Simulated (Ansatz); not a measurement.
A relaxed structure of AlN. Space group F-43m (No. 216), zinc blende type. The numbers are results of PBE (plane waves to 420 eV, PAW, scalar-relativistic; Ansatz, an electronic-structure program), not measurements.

Space group F-43m (No. 216); a = b = c = 4.4025 Å, α = β = γ = 90.00°

```tsv
atom	site	symmetry	x	y	z
N	4c	-43m	0.2500	0.2500	0.2500
Al	4a	-43m	0.0000	0.0000	0.0000
```
(The calculation used a cell of 2 atoms; values per cell refer to that cell.)

Q: What band gap does PBE give?

A: 3.31 eV, indirect (valence top at Γ, conduction bottom at X) (no spin-orbit coupling).

Q: Predict the smallest direct gap from PBE.

A: 3.98 eV at Γ.

No spin polarisation in the result.

Measured for AlN: a 4.368 Å (static lattice; corrected from measurement; as listed in Daniel Mejia-Rodriguez, S. B. Trickey, Phys. Rev. B (2018)); gap 5.34 eV (as listed in Daiki Deguchi et al., Japanese Journal of Applied Physics (2016)). Computed minus measured — a: PBE +0.8 %; gap: PBE -2.03 eV. The computed values are for a static lattice, and a measured gap can be an optical one, lowered by exciton binding.

The run could not lose the symmetry of its start.

All atoms sit on sites fixed by symmetry, so only the cell could relax.
